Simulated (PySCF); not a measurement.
C3H8, SMILES CCC (connectivity only; charge and spin as stated), charge +1, multiplicity 2. Atoms are numbered in the order given.

```xyz
11

C     -1.2969    -0.0178     0.2349
C      0.0000     0.0000    -0.4623
C      1.2969     0.0178     0.2349
H     -2.1404    -0.3053    -0.4086
H     -1.2629    -0.6133     1.1681
H     -1.5297     1.0138     0.6127
H     -0.0223     0.7010    -1.3949
H      0.0223    -0.7010    -1.3949
H      2.1404     0.3053    -0.4086
H      1.2629     0.6133     1.1681
H      1.5297    -1.0138     0.6127
```
Charge +1, spin multiplicity 2.

Geometry: B3LYP-D3(BJ)/def2-SVP. The multiplicity is an assumed one; other spin states were not compared.

All values below come from B3LYP/pcH-1 (PySCF).

Unrestricted Kohn–Sham, ⟨S²⟩ = 0.753. Hyperfine tensors hold the contact and dipolar terms, without spin-orbit corrections.

Computed hyperfine couplings:
```json
[
 {"nucleus": "13C no. 1", "A(iso) (MHz)": "-20.0", "A(iso) (G)": "-7.1", "dipolar principal values (MHz)": "-10.0, -7.5, 17.5"},
 {"nucleus": "13C no. 2", "A(iso) (MHz)": "-9.1", "A(iso) (G)": "-3.2", "dipolar principal values (MHz)": "-35.4, -32.9, 68.2"},
 {"nucleus": "13C no. 3", "A(iso) (MHz)": "-20.0", "A(iso) (G)": "-7.1", "dipolar principal values (MHz)": "-10.0, -7.5, 17.5"},
 {"nucleus": "1H no. 4", "A(iso) (MHz)": "19.1", "A(iso) (G)": "6.8", "dipolar principal values (MHz)": "-4.8, -2.2, 7.0"},
 {"nucleus": "1H no. 5", "A(iso) (MHz)": "100.4", "A(iso) (G)": "35.8", "dipolar principal values (MHz)": "-6.7, -4.3, 10.9"},
 {"nucleus": "1H no. 6", "A(iso) (MHz)": "248.8", "A(iso) (G)": "88.8", "dipolar principal values (MHz)": "-8.1, -6.2, 14.3"},
 {"nucleus": "1H no. 7", "A(iso) (MHz)": "505.6", "A(iso) (G)": "180.4", "dipolar principal values (MHz)": "-19.0, -18.6, 37.6"},
 {"nucleus": "1H no. 8", "A(iso) (MHz)": "505.6", "A(iso) (G)": "180.4", "dipolar principal values (MHz)": "-19.0, -18.6, 37.6"},
 {"nucleus": "1H no. 9", "A(iso) (MHz)": "19.1", "A(iso) (G)": "6.8", "dipolar principal values (MHz)": "-4.8, -2.2, 7.0"},
 {"nucleus": "1H no. 10", "A(iso) (MHz)": "100.4", "A(iso) (G)": "35.8", "dipolar principal values (MHz)": "-6.7, -4.3, 10.9"},
 {"nucleus": "1H no. 11", "A(iso) (MHz)": "248.8", "A(iso) (G)": "88.8", "dipolar principal values (MHz)": "-8.1, -6.2, 14.3"}
]
```

And the g tensor (effective nuclear charges for spin-orbit coupling, GIAO)? (Estimate from the structure and the level; the computed values follow.)

principal values 2.0022, 2.0042, 2.0046; isotropic 2.0037.
